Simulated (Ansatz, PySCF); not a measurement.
Bond stretch in N2, singlet.

Levels of theory: UCCSD(T) = CCSD(T) on UHF/aug-cc-pVTZ, frozen core (Ansatz, a program for electronic structure); RCCSD(T) = Ansatz with CCSD(T) on RHF/aug-cc-pVTZ, frozen core; RKS-B3LYP = restricted B3LYP/aug-cc-pVTZ run with PySCF.

Energies are in eV, each relative to the lowest point of its own curve near equilibrium.

```csv
R / Å,UCCSD(T),RCCSD(T),RKS-B3LYP
0.88,6.327,6.327,5.874
0.93,3.328,3.328,2.994
0.98,1.479,1.479,1.252
1.03,0.461,0.461,0.334
1.07,0.086,0.086,0.036
1.09,0.012,0.012,0.000
1.11,0.000,0.000,0.026
1.15,0.138,0.131,0.233
1.20,0.563,0.514,0.711
1.28,1.550,1.443,1.797
1.36,2.733,2.559,3.083
1.46,4.287,4.000,4.763
1.64,6.701,5.091,7.613
1.78,7.918,—,9.537
1.95,8.769,—,11.504
2.20,9.260,—,13.740
2.41,9.367,—,15.132
2.68,9.402,—,16.435
2.97,9.414,—,17.398
3.22,9.422,—,17.978
3.82,9.432,—,18.803
4.41,9.436,—,19.203
```

At the longest distance, 4.41 Å, RKS-B3LYP lies highest above its minimum (19.203 eV) and UCCSD(T) lowest (9.436 eV).

Dashes: no converged value, or the column stops at the first point that the program doubted or that broke a chosen test of continuity, which isn't proof of a fault.

The unrestricted solution behind UCCSD(T) changes between 1.20 and 1.28 Å and between 1.46 and 1.64 Å, which can leave a kink. The unrestricted determinant behind UCCSD(T) is spin-contaminated at 1.15 to 4.41 Å (<S²> up to 3.0, against 0.00 for a pure singlet). The T1 diagnostic of CCSD on the restricted reference of RCCSD(T) exceeds 0.045 at 1.64 to 1.95, 3.22 to 4.41 Å. The restricted form behind RKS-B3LYP keeps the bonding electrons paired and can't separate into open-shell fragments.
